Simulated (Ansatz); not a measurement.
## Ansatz (development build ahead of 0.2.0) run

```yaml
crystal:
  periodic: [false, false, false]
  atoms:
    - { symbol: C, position_ang: [-0.03967, -0.01398, -0.41238] }
    - { symbol: C, position_ang: [-0.03537, -0.01335, 0.67922] }
    - { symbol: H, position_ang: [-0.04118, -0.80801, -0.86663] }
    - { symbol: H, position_ang: [-0.00527, 0.84075, -0.85316] }
basis:
  gaussian: { orbitals: def2-SVP }
hamiltonian:
  xc: hf
```

The input is written out in the form of the current development build from the run's settings.

Output:

```json
{"Converged": "yes", "Total energy": "-76.58156 hartree", "Spin squared of the determinant": "0.000"}
```

Caution: no unrestricted run beside it, a lower state can exist.
